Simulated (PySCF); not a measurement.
**Electronic absorption of C3H4F2S**

Species: C₃H₄F₂S.
SMILES: `CC(=S)C(F)F`

Method: TDDFT CAM-B3LYP/def2-SVPD, vertical, gas phase, core orbitals frozen in the response (PySCF). One conformer (not necessarily the lowest) at the PBE0-D3(BJ)/def2-SVP geometry, without solvent, vibrations or thermal averaging. Torsions of this conformer, `[CH3:1][C:2](=[S:3])[CH:4]([F:5])[F:6]`: C1–C2–C4–F5 -58°.

Question: Predict the UV-vis stick spectrum at this level.

Answer: 

| state | E (eV) | λ (nm) | ν̃ (cm⁻¹) | f | \|μ\| (D) | main configurations (H = HOMO, L = LUMO) |
| --- | --- | --- | --- | --- | --- | --- |
| S1 | 2.45 | 507.1 | 19720 | 0.0000 | 0.02 | H→L (99%) |
| S2 | 5.92 | 209.4 | 47760 | 0.275 | 3.50 | H-1→L (94%) |
| S3 | 6.18 | 200.6 | 49840 | 0.0002 | 0.10 | H-2→L (91%) |
| S4 | 6.68 | 185.5 | 53900 | 0.098 | 1.97 | H→L+1 (83%), H→L+5 (11%) |
| S5 | 6.81 | 182.1 | 54910 | 0.0004 | 0.12 | H-3→L (85%) |
| S6 | 6.99 | 177.5 | 56340 | 0.0094 | 0.59 | H→L+2 (89%) |
| S7 | 7.62 | 162.7 | 61450 | 0.0003 | 0.10 | H→L+4 (94%) |
| S8 | 7.68 | 161.4 | 61960 | 0.014 | 0.70 | H→L+3 (91%) |
| S9 | 8.11 | 152.8 | 65440 | 0.088 | 1.69 | H→L+5 (68%), H→L+1 (13%) |
| S10 | 8.23 | 150.7 | 66370 | 0.0009 | 0.17 | H-5→L (90%) |

Triplets (Tamm–Dancoff): T1 1.95 eV, H→L (99%); T2 3.17 eV, H-1→L (96%); T3 5.54 eV, H-2→L (63%), H-3→L (30%); T4 6.31 eV, H-3→L (54%), H-2→L (33%), H-5→L (8%).

The lowest singlet lies at 2.45 eV (507 nm, visible) and is dark (f under 0.0005); its leading configuration is HOMO→LUMO (99%). The strongest level in the table is S2 at 5.92 eV (209 nm, f = 0.275). S1 has the pattern of n→π* at C=S. Weighted by f, the mean energy of these states is 6.55 eV. The listed states span 5.78 eV, and the widest gap between neighbours is 3.48 eV (S1 to S2). Of the 10 states listed, 4 reach f = 0.01 and 4 stay under 0.0005. S1 lies in the visible range (380 to 750 nm), at 507 nm, dark in the vertical dipole picture (f under 0.0005); light of that wavelength is green, and its complementary colour is purple; a Tamm–Dancoff triplet lies at 637 nm, without intensity as long as spin–orbit coupling is left out. All these states lie below the vertical ionisation energy of 9.40 eV (ΔSCF). Only the lowest 10 singlets were computed, as vertical energies without vibronic structure.
